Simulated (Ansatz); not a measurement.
# Lattice parameter a of some phosphides, arsenides and antimonides, all zinc-blende

Method: r²SCAN (plane waves, PAW; Ansatz, a quantum-chemistry and plane-wave program). References are measured values corrected to a static lattice.

Values in Å.

```tsv
solid	reference	r²SCAN	error (%)
zinc-blende GaAs	5.64	5.667	+0.48
zinc-blende InP	5.858	5.907	+0.84
zinc-blende GaP	5.439	5.451	+0.22
zinc-blende InAs	6.047	?	?
zinc-blende BP	4.525	4.537	+0.27
zinc-blende InSb	6.468	6.556	+1.36
```

Task: Estimate the withheld r²SCAN value.

Result: The errors of the other rows run from +0.22 % to +1.36 %, with a median of +0.48 %; carried to the reference 6.047 it gives 6.076 Å. The run gives 6.109 Å (+1.03 %), +0.54 % from the estimate; the row was drawn at random, and such an estimate is rough. Over these 6 solids the mean error is +0.70 %, the mean absolute error 0.70 % (median 0.66 %), and the worst case zinc-blende InSb at +1.36 %; the value is too high in 6 of 6 cases.

All these references are brought to a static lattice.

Spin–orbit coupling is left out, also for the solids with elements from indium on (zinc-blende InP, zinc-blende InAs, zinc-blende InSb); its size isn't shown.

Differences are worked out from the printed values.

Ansatz's density-functional and Hartree–Fock values are scalar-relativistic unless marked +SOC, with PAW data made under PBE.

Not in this set, of the phosphides, arsenides and antimonides with a reference value in our tables and a result at some level: 12 for a reference at room or unstated temperature; 2 for no value at r²SCAN (not run, a failed fit, an unstable or unbound cell, or a value held back for tests). These can be a level's best or worst cases. At least 3 more with a reference value are held back for tests. Solids without a released value at any level aren't counted. Layered and molecular crystals are counted apart.

References as tabulated in Mejia-Rodriguez and Trickey (2018), arXiv:1807.09216.
